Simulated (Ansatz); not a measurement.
PBE exchange is replaced step by step with exact exchange (0 % is PBE, 25 % PBE0; no dispersion term), basis def2-TZVP, Ansatz. System: the cluster Na2O. The state is a singlet with charge 0. Geometry: PBE-D4/def2-TZVP, each spin state at its own.

The relaxed triplet has other bonds than the singlet, so its gap is one between isomers. The relaxed quintet has other bonds than the singlet, so its gap is one between isomers.

Geometry of the singlet:

```xyz
3

Na    0.0160    1.7025    0.9428
Na    0.0247   -1.8349   -0.6481
O    -0.0407    0.1324   -0.2947
```

In the quintet geometry the species has come apart into loosely held pieces. The structure comes from a short search, and lower isomers may exist.

```json
{"exact exchange (%)": "0", "HOMO (eV)": "-2.50", "LUMO (eV)": "-1.53", "gap (eV)": "0.96", "triplet − singlet (kJ/mol)": "114.2", "quintet − singlet (kJ/mol)": "497.4"}
{"exact exchange (%)": "5", "HOMO (eV)": "-2.67", "LUMO (eV)": "-1.41", "gap (eV)": "1.26", "triplet − singlet (kJ/mol)": "105.7", "quintet − singlet (kJ/mol)": "482.4"}
{"exact exchange (%)": "15", "HOMO (eV)": "-3.02", "LUMO (eV)": "-1.17", "gap (eV)": "1.85", "triplet − singlet (kJ/mol)": "89.5", "quintet − singlet (kJ/mol)": "453.6"}
{"exact exchange (%)": "25", "HOMO (eV)": "-3.38", "LUMO (eV)": "-0.93", "gap (eV)": "2.44", "triplet − singlet (kJ/mol)": "74.4", "quintet − singlet (kJ/mol)": "426.6"}
{"exact exchange (%)": "35", "HOMO (eV)": "-3.75", "LUMO (eV)": "-0.71", "gap (eV)": "3.04", "triplet − singlet (kJ/mol)": "60.2", "quintet − singlet (kJ/mol)": "401.1"}
{"exact exchange (%)": "50", "HOMO (eV)": "-4.35", "LUMO (eV)": "-0.41", "gap (eV)": "3.94", "triplet − singlet (kJ/mol)": "40.7", "quintet − singlet (kJ/mol)": "365.8"}
```

(1) Estimate the row for 10 %.

Answers

(1) 
| exact exchange (%) | HOMO (eV) | LUMO (eV) | gap (eV) | triplet − singlet (kJ/mol) | quintet − singlet (kJ/mol) |
| --- | --- | --- | --- | --- | --- |
| 10 | -2.84 | -1.29 | 1.55 | 97.5 | 467.8 |
